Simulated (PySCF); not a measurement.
**Cl, SMILES `[Cl]` (charge 0, multiplicity 2)**

Calculation: TPSSh-D3(BJ)/def2-TZVP (PySCF 2.14.0).

| Quantity | Value |
|---|---|
| highest occupied spin orbital | -8.78 eV |
| dipole moment | 0.00 D |
| total energy | -460.1642 Ha |
| cost | about 5 core-seconds (a rough figure) |

Bonds (Å): .
Charge 0, spin multiplicity 2.
